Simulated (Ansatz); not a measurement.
Basis-set extrapolation for C5H5F (`FC1=CC=CC1`) (PBE0-D4/def2-TZVP geometry, frozen core, Ansatz). Multiplicity 1, RHF reference.

```
                      def2-TZVPP   def2-QZVPP
                 HF  -291.757319  -291.769830
    MP2 correlation    -1.039927    -1.114457
CCSD(T) correlation    -1.115995      not run
```

Energies in hartree. Use E(X) = E(∞) + A·exp(−7.88·√X) for Hartree–Fock and E(X) = E(∞) + B·X^(−2.97) for correlation, with X = 3 and 4, and add CCSD(T) minus MP2 of the smaller set to the MP2 limit.

Question: What is the CCSD(T) energy at the basis-set limit?

Answer: HF limit: -291.769830 + (-0.012511) × 0.13774 = -291.77155. MP2 limit: -1.114457 + (-0.074530) × 0.74074 = -1.16966. Higher-order term: -1.115995 − (-1.039927) = -0.07607. Total: -293.01728 hartree, 90.3 kcal/mol below CCSD(T)/def2-TZVPP.
